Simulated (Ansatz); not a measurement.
Input file:

```yaml
crystal:
  periodic: [false, false, false]
  atoms:
    - {symbol: Al, position_ang: [0.000000, 0.091033, 1.267368]}
    - {symbol: Al, position_ang: [0.000000, -0.020756, -1.364257]}
    - {symbol: H, position_ang: [0.000000, -0.608704, 2.536214]}
    - {symbol: H, position_ang: [0.000000, -1.272541, 0.057404]}
basis:
  gaussian: {orbitals: 6-31G}
correlation: {method: fci, electrons: outside_noble_gas}
```

```sh
$ ansatz run in.yaml --threads 1 --pin off --events-out ev --progress --plain --max-ram 2393MiB
```

The program prints:

```
616 factors; integrals over basis functions are off by at most 1.6e-7 eV
mean field evaluation 1: about -13193.1907 eV, gradient 6.7e0 eV
mean field evaluation 2: about -13193.1938 eV, gradient 6.7e0 eV
mean field evaluation 4: about -13193.6044 eV, gradient 4.7e-1 eV
mean field evaluation 8: about -13193.6077 eV, gradient 6.1e-4 eV
mean field -13193.60771422 eV, -484.8561405492 hartree, gradient 3.2e-6 eV, S^2 0.000000; 0 other end points of the search recorded, 0 dependent functions left out; unrestricted orbitals would lower it
10 core orbitals not correlated: weight in the atoms' cores, before any rotation towards them, 1.000 or more for the frozen orbitals, at most 0.000 for the correlated occupied ones
reference -13193.60771422 eV, -484.8561405492 hartree; 4, 4 occupied and 16, 16 virtual orbitals, 616 factors
state -13196.29182099 eV, -484.9547796534 hartree
Total energy: -13196.29182099 eV, -484.9547796534 hartree
```

Natural occupations: 1.9714 1.9627 1.9147 1.8773 0.0693 0.0636 0.0389 0.0294 0.0287 0.0156 0.0075 0.0064 0.0045 0.0044 0.0018 0.0014 0.0008 0.0006 0.0005 0.0004.

Ran on 1 thread of Arm Neoverse V1, shared host: 65 s wall, 1.1 GiB peak host memory.
